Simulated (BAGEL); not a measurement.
**HF/6-31G(d) (density fitting with qzvpp-jkfit, spherical functions) run of C4H3N (SMILES C#CCC#N)**

Aim: the energy change on altering one bond length of C4H3N at HF/6-31G* (density fitting with qzvpp-jkfit, spherical functions), from 2 runs. 

The results are computed with BAGEL 1.2.2.

2 further runs of the same task are left out: 1 that didn't finish, 1 set aside as unsound or not needed.

## (1) The molecule

The species is C4H3N (8 atoms), meant as a singlet with charge 0. As SMILES, `C#CCC#N`. The shape is that of a PBE0-D4/def2-TZVP optimisation.

Bond lengths: C1–C2 1.197 Å, C2–C3 1.455 Å, C3–C4 1.460 Å, C4–N5 1.148 Å, C1–H6 1.065 Å, C3–H7 1.095 Å, C3–H8 1.095 Å. Angles: C1–C2–C3 179.4°, C2–C3–C4 113.0°, C3–C4–N5 179.0°, C2–C1–H6 179.7°, C2–C3–H7 110.2°, C2–C3–H8 110.2°, C4–C3–H7 108.3°, C4–C3–H8 108.3°, H7–C3–H8 106.7°.

## (2) A single-point energy at HF/6-31G(d) (density fitting with qzvpp-jkfit, spherical functions)

Contents of job.json:

```json
{ "bagel" : [

{
  "title" : "molecule",
  "basis" : "6-31gs.json",
  "df_basis" : "qzvpp-jkfit",
  "angstrom" : true,
  "geometry" : [
    { "atom" : "C", "xyz" : [   -0.663200,    1.869200,    0.133500 ] },
    { "atom" : "C", "xyz" : [   -0.230100,    0.758300,    0.240700 ] },
    { "atom" : "C", "xyz" : [    0.298200,   -0.589900,    0.384900 ] },
    { "atom" : "C", "xyz" : [    0.347100,   -1.320800,   -0.878200 ] },
    { "atom" : "N", "xyz" : [    0.393200,   -1.911500,   -1.861500 ] },
    { "atom" : "H", "xyz" : [   -1.049000,    2.856400,    0.033300 ] },
    { "atom" : "H", "xyz" : [   -0.314400,   -1.162400,    1.089600 ] },
    { "atom" : "H", "xyz" : [    1.310400,   -0.556500,    0.801900 ] }
  ]
},
{ "title" : "hf" },
{ "title" : "print", "file" : "orbitals.molden", "orbitals" : true }

]}
```

The basis set 6-31G* is read from a file made from the Basis Set Exchange's data (not shown).

Command:

```console
BAGEL_NUM_THREADS=1 BAGEL job.json > job.out
```

The program printed:

```text
* using 1 threads per process

  ===============================================================
  ===============================================================

  *** Geometry ***

  { "atom" : "C", "xyz" : [     -1.253266,      3.532276,      0.252278 ] },
  { "atom" : "C", "xyz" : [     -0.434826,      1.432979,      0.454857 ] },
  { "atom" : "C", "xyz" : [      0.563516,     -1.114749,      0.727356 ] },
  { "atom" : "C", "xyz" : [      0.655924,     -2.495950,     -1.659557 ] },
  { "atom" : "N", "xyz" : [      0.743040,     -3.612211,     -3.517725 ] },
  { "atom" : "H", "xyz" : [     -1.982323,      5.397814,      0.062928 ] },
  { "atom" : "H", "xyz" : [     -0.594130,     -2.196618,      2.059046 ] },
  { "atom" : "H", "xyz" : [      2.476297,     -1.051633,      1.515371 ] },

  Number of auxiliary basis functions:      431

  Since a DF basis is specified, we compute 2- and 3-index integrals:
    o Being stored without compression. Storage requirement is 0.020 GB

  Number of basis functions:       76
  Number of electrons      :       34

    * METHOD: MOLECULE                             0.15

  *** RHF ***

  === Nuclear Repulsion ===
   125.3021049525

      * DIIS with orbital gradients will be used.

  === RHF iteration (6-31gs.json) ===
      0       -207.36250391          0.02252074           0.04
      1       -207.46043681          0.01939126           0.04
      2       -207.58182773          0.00279590           0.04
      3       -207.58548000          0.00098605           0.04
      4       -207.58587020          0.00029392           0.04
      5       -207.58590820          0.00010252           0.03
      6       -207.58591426          0.00003209           0.04
      7       -207.58591498          0.00000698           0.04
      8       -207.58591500          0.00000355           0.04
      9       -207.58591501          0.00000173           0.04
     10       -207.58591501          0.00000088           0.04
     11       -207.58591501          0.00000038           0.04
     12       -207.58591501          0.00000021           0.04
     13       -207.58591501          0.00000007           0.04
     14       -207.58591501          0.00000002           0.04
     15       -207.58591501          0.00000001           0.04
    * SCF iteration converged.

    * Permanent dipole moment:
           (    0.046143,    -0.754791,    -1.328557) a.u.

    * METHOD: HF                                   0.67

    * METHOD: PRINT                                0.01

  ===============================================================
```

Run time: 0.99 s. Hardware: 1 thread of Arm Neoverse V2, shared host; peak memory 0.095 GiB.

## (3) The distorted shape, same level

Contents of calc.json:

```json
{ "bagel" : [

{
  "title" : "molecule",
  "basis" : "6-31gs.json",
  "df_basis" : "qzvpp-jkfit",
  "angstrom" : true,
  "geometry" : [
    { "atom" : "C", "xyz" : [    0.071912,    2.556192,   -0.712130 ] },
    { "atom" : "C", "xyz" : [    0.505012,    1.445292,   -0.604930 ] },
    { "atom" : "C", "xyz" : [    1.033312,    0.097092,   -0.460730 ] },
    { "atom" : "C", "xyz" : [    1.082212,   -0.633808,   -1.723830 ] },
    { "atom" : "N", "xyz" : [    1.128312,   -1.224508,   -2.707130 ] },
    { "atom" : "H", "xyz" : [   -0.313888,    3.543392,   -0.812330 ] },
    { "atom" : "H", "xyz" : [   -0.314400,   -1.162400,    1.089600 ] },
    { "atom" : "H", "xyz" : [    2.045512,    0.130492,   -0.043730 ] }
  ]
},
{
  "title" : "hf"
},
{
  "title" : "print",
  "file" : "orbitals.molden",
  "orbitals" : true
}

]}
```

The basis set 6-31G* is read from a file made from the Basis Set Exchange's data (not shown).

Command:

```console
BAGEL_NUM_THREADS=1 BAGEL calc.json > calc.out
```

The program printed:

```text
* using 1 threads per process

  ===============================================================
  ===============================================================

  *** Geometry ***

  { "atom" : "C", "xyz" : [      0.135894,      4.830503,     -1.345731 ] },
  { "atom" : "C", "xyz" : [      0.954334,      2.731206,     -1.143152 ] },
  { "atom" : "C", "xyz" : [      1.952677,      0.183477,     -0.870654 ] },
  { "atom" : "C", "xyz" : [      2.045084,     -1.197724,     -3.257567 ] },
  { "atom" : "N", "xyz" : [      2.132201,     -2.313985,     -5.115734 ] },
  { "atom" : "H", "xyz" : [     -0.593162,      6.696040,     -1.535081 ] },
  { "atom" : "H", "xyz" : [     -0.594130,     -2.196618,      2.059046 ] },
  { "atom" : "H", "xyz" : [      3.865457,      0.246594,     -0.082638 ] },

  Number of auxiliary basis functions:      431

  Since a DF basis is specified, we compute 2- and 3-index integrals:
    o Being stored without compression. Storage requirement is 0.020 GB

  Number of basis functions:       76
  Number of electrons      :       34

    * METHOD: MOLECULE                             0.15

  *** RHF ***

  === Nuclear Repulsion ===
   122.0273634049

      * DIIS with orbital gradients will be used.

  === RHF iteration (6-31gs.json) ===
      0       -207.09679425          0.02267502           0.04
      1       -207.22159491          0.02033592           0.03
      2       -207.37340475          0.00334554           0.03
      3       -207.37878208          0.00186568           0.03
      4       -207.38044871          0.00040198           0.03
      5       -207.38056068          0.00017264           0.03
      6       -207.38058295          0.00006533           0.03
      7       -207.38058694          0.00001931           0.04
      8       -207.38058726          0.00001057           0.03
      9       -207.38058735          0.00000662           0.03
     10       -207.38058739          0.00000454           0.04
     11       -207.38058742          0.00000169           0.04
     12       -207.38058742          0.00000100           0.03
     13       -207.38058743          0.00000044           0.04
     14       -207.38058743          0.00000014           0.03
     15       -207.38058743          0.00000008           0.03
     16       -207.38058743          0.00000005           0.04
     17       -207.38058743          0.00000002           0.03
     18       -207.38058743          0.00000001           0.03
     19       -207.38058743          0.00000001           0.04
    * SCF iteration converged.

    * Permanent dipole moment:
           (   -0.075334,    -1.130771,    -0.965979) a.u.

    * METHOD: HF                                   0.79

    * METHOD: PRINT                                0.01

  ===============================================================
```

Run time: 1.1 s. Hardware: 1 thread of Arm Neoverse V2, shared host; peak memory 0.095 GiB.

## (4) What came out

At HF/6-31G* (density fitting with qzvpp-jkfit, spherical functions):

| quantity | value |
| --- | --- |
| first shape: total energy | -207.58592 Eh |
| first shape: dipole moment | 3.89 D |
| first shape: HOMO energy | -11.11 eV |
| first shape: LUMO energy | 4.70 eV |
| first shape: HOMO–LUMO gap | 15.81 eV |
| distorted shape: total energy | -207.38059 Eh |
| distorted shape: dipole moment | 3.78 D |
| distorted shape: HOMO energy | -9.33 eV |
| distorted shape: LUMO energy | -1.21 eV |
| distorted shape: HOMO–LUMO gap | 8.13 eV |
| energy change with the C3–H7 bond stretched from 1.095 to 2.410 Å | 5.587 eV |

One bond (distorted shape) is far stretched, which a spin-restricted single reference describes badly; a broken-symmetry solution may lie lower. With the C3–H7 bond stretched from 1.095 to 2.410 Å the energy rises by 5.59 eV (129 kcal/mol). The first shape isn't relaxed at this level, so the change isn't measured from a minimum. A restricted reference can't describe the breaking bond well at this length.
